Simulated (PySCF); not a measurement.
# How far are cheaper levels from CCSD(T)/CBS for SiH⁻?

PySCF; the state is a triplet (π ↑↑). The composite is CCSD(T) extrapolated to the basis-set limit from two correlation-consistent sets, with core-valence (CV) and scalar-relativistic (SR) terms as its label shows; it has no spin–orbit coupling and nothing beyond (T). Here it is CCSD(T)/CBS(TQ)+CV+SR. It gives Re = 1.548 Å, ωe = 1869 cm⁻¹ and De = 3.05 eV to Si⁻ + H.

```tsv
level	basis	relativity	Re (Å)	ωe (cm⁻¹)	De (eV)
UHF-MP2	aug-pcseg-1	no relativity	1.548	1923	2.61
UHF-CCSD(T)	aug-pcseg-1	no relativity	1.558	1855	2.77
PBE	aug-pcseg-1	no relativity	1.578	1786	2.96
PBE	def2-TZVPPD	no relativity	1.572	1771	3.08
PW91	aug-pcseg-1	no relativity	1.575	1792	2.99
PW91	def2-TZVPPD	no relativity	1.568	1778	3.11
r²SCAN	aug-pcseg-1	no relativity	1.560	1857	3.02
r²SCAN	def2-TZVPPD	no relativity	1.555	1841	3.12
r²SCAN0	def2-TZVPPD	no relativity	1.549	1879	3.10
M06	aug-pcseg-1	no relativity	1.555	1886	3.12
```

Give the difference of each row from the composite.



```
      level        basis  ΔRe (pm)  Δωe (%)  ΔDe (eV)
    UHF-MP2  aug-pcseg-1      +0.0     +2.9     -0.44
UHF-CCSD(T)  aug-pcseg-1      +1.0     -0.7     -0.28
        PBE  aug-pcseg-1      +3.0     -4.4     -0.09
        PBE  def2-TZVPPD      +2.4     -5.2     +0.03
       PW91  aug-pcseg-1      +2.7     -4.1     -0.06
       PW91  def2-TZVPPD      +2.0     -4.9     +0.06
     r²SCAN  aug-pcseg-1      +1.2     -0.6     -0.03
     r²SCAN  def2-TZVPPD      +0.7     -1.5     +0.07
    r²SCAN0  def2-TZVPPD      +0.1     +0.5     +0.05
        M06  aug-pcseg-1      +0.7     +0.9     +0.07
```

Which rows come closest in De?

PBE in def2-TZVPPD (+0.03 eV); r²SCAN in aug-pcseg-1 (-0.03 eV), counted from the composite.

Correlated steps freeze 5 core orbitals. Correlated levels converge slowly with the basis: in double zeta they bind strong bonds too weakly, by up to about 1 eV, and carry superposition errors of some tenths. For an ion De counts to the pair picked by the measured ionisation energies or electron affinities, which need not be the lowest pair at this level. The highest Kohn–Sham level is positive in some of these anions. Much of that is self-interaction error, but it also means that the finite basis helps to hold the extra electron. The state was picked by a PBE0 search and need not be the measured ground state.
